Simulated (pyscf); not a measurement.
## Four-centre exchange: F–BH–F + water (H₂O) → HO–B(F)–F + hydrogen (H₂)

Gas phase, singlet surface, charge 0. Bonds broken: B2–H4, O5–H6. Bonds formed: B2–O5, H4–H6. PySCF, gas phase, ωB97X-D3(BJ)/def2-SVP geometries.

Transition state (Å):

```xyz
7

F     -0.2760     1.1566    -0.6988
B      0.0069     0.0298    -0.0085
F      1.2808    -0.2187     0.3239
H     -0.7758     0.0039     1.1506
O     -0.7209    -1.1979    -0.5896
H     -1.1130    -0.7535     0.5027
H     -1.2951    -0.9134    -1.3170
```

One imaginary mode, 1476i cm⁻¹; descent along it reached the two sides named, in the forms told below.

| bond | change | reactant side (Å) | saddle | product side |
|---|---|---|---|---|
| B2–H4 | breaks | 1.209 | 1.399 | 3.1 |
| O5–H6 | breaks | 0.970 | 1.243 | 2.8 |
| B2–O5 | forms | 1.815 | 1.541 | 1.349 |
| H4–H6 | forms | 3.0 | 1.052 | 0.760 |

Electronic energies relative to the separated reactants (kcal/mol):

```json
[
 {"level": "ωB97X-D3(BJ)/def2-TZVP", "barrier": "20.8", "reaction energy": "-26.2", "reverse barrier": "47.0"},
 {"level": "PBE/def2-TZVP", "barrier": "14.4", "reaction energy": "-26.1", "reverse barrier": "40.5"},
 {"level": "r²SCAN/def2-TZVP", "barrier": "14.9", "reaction energy": "-28.7", "reverse barrier": "43.6"},
 {"level": "B3LYP-D3(BJ)/def2-TZVP", "barrier": "20.8", "reaction energy": "-26.9", "reverse barrier": "47.7"},
 {"level": "PBE0-D3(BJ)/def2-TZVP", "barrier": "16.4", "reaction energy": "-26.6", "reverse barrier": "43.0"},
 {"level": "M06-2X/def2-TZVP", "barrier": "19.3", "reaction energy": "-29.4", "reverse barrier": "48.7"},
 {"level": "ωB97M-D3(BJ)/def2-TZVP", "barrier": "20.1", "reaction energy": "-26.6", "reverse barrier": "46.7"},
 {"level": "HF/def2-TZVP", "barrier": "37.7", "reaction energy": "-26.1", "reverse barrier": "63.8"}
]
```

With ωB97M-D3(BJ)/def2-TZVP energies and thermal terms (ideal gas, 1 atm, RRHO with modes under 100 cm⁻¹ raised to 100, one conformer, R ln 2 for chiral ones without a mode under 150 cm⁻¹), in kcal/mol:

```
T (K)   ΔH‡   ΔG‡     ΔH     ΔG
-----  ----  ----  -----  -----
298    18.7  29.3  -29.5  -27.4
600    18.5  40.1  -28.6  -25.5
900    19.1  50.8  -27.6  -24.2
1200   19.9  61.3  -26.9  -23.2
```

On the reactant side the descent ends in an adduct with a B–O contact (not fully relaxed), 8.0 kcal/mol under the separated species and 28.8 kcal/mol under the saddle at ωB97X-D3(BJ)/def2-TZVP. What is counted as formed (B–O) is already present as a longer contact in the reactant adduct; forming that adduct is a step of its own. At the saddle there is also a short B–H contact that neither side keeps. This is the saddle that the search found; another between the same sides may lie lower.
